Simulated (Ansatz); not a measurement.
Input file for C4H5F, SMILES `FC1=CCC1`:

```yaml
crystal:
  periodic: [false, false, false]
  atoms:
    - {symbol: F, position_ang: [0.268249, 0.493375, 2.323549]}
    - {symbol: C, position_ang: [0.119096, 0.114552, 1.064314]}
    - {symbol: C, position_ang: [-0.027098, -1.067469, 0.477338]}
    - {symbol: C, position_ang: [-0.107927, -0.413410, -0.886850]}
    - {symbol: C, position_ang: [0.066616, 0.959016, -0.161972]}
    - {symbol: H, position_ang: [-0.072750, -2.092418, 0.816116]}
    - {symbol: H, position_ang: [0.705010, -0.657460, -1.574648]}
    - {symbol: H, position_ang: [-1.063769, -0.522116, -1.404617]}
    - {symbol: H, position_ang: [-0.787416, 1.635566, -0.240642]}
    - {symbol: H, position_ang: [0.983188, 1.499264, -0.409690]}
basis:
  gaussian: {orbitals: def2-TZVPP}
correlation: {method: ccsd_t}
output: {orbitals: {seedname: orbitals}}
```

```sh
$ ansatz run in.yaml --threads 2 --pin off --events-out ev --progress --plain
```

Output of Ansatz, abridged:

```
Functional definition: HF
1366 factors; integrals over basis functions are off by at most 1.1e-3 eV
mean field evaluation 1: about -6904.4289 eV, gradient 3.5e1 eV
mean field evaluation 2: about -6904.6882 eV, gradient 3.5e1 eV
mean field evaluation 4: about -6907.7746 eV, gradient 3.8e0 eV
mean field evaluation 8: about -6907.8302 eV, gradient 2.8e-1 eV
mean field -6907.83073824 eV, -253.8580973344 hartree, gradient 2.6e-6 eV, S^2 0.000000; 0 other end points of the search recorded, 0 dependent functions left out
5 core orbitals not correlated: weight in the atoms' cores, before any rotation towards them, 1.000 or more for the frozen orbitals, at most 0.000 for the correlated occupied ones
reference -6907.83073824 eV, -253.8580973344 hartree; 14, 14 occupied and 206, 206 virtual orbitals, 1366 factors
second order -24.39662098 eV of doubles, -0.00000000 eV of singles
cycle   1  -24.47637162 eV  change   -8.0e-2 eV  update   1.0e-1
cycle   2  -25.03321495 eV  change   -5.6e-1 eV  update   3.1e-2
cycle   3  -25.16388420 eV  change   -1.3e-1 eV  update   1.5e-2
cycle   4  -25.15678889 eV  change    7.1e-3 eV  update   3.8e-3
cycle   5  -25.15602979 eV  change    7.6e-4 eV  update   1.5e-3
cycle   6  -25.15700710 eV  change   -9.8e-4 eV  update   4.0e-4
cycle   7  -25.15686261 eV  change    1.4e-4 eV  update   1.2e-4
cycle   8  -25.15680356 eV  change    5.9e-5 eV  update   3.1e-5
cycle   9  -25.15680564 eV  change   -2.1e-6 eV  update   1.1e-5
perturbative correction -1.06022324 eV, -0.0389624853 hartree
Total energy: -6934.04776711 eV, -254.8215553749 hartree
```

Hardware: 2 threads of a server CPU on a shared host. Wall time 4.5 min, peak host memory 4 GiB.

Correlation energy per correlated electron: -0.936 eV. T1 diagnostic: 0.0112.
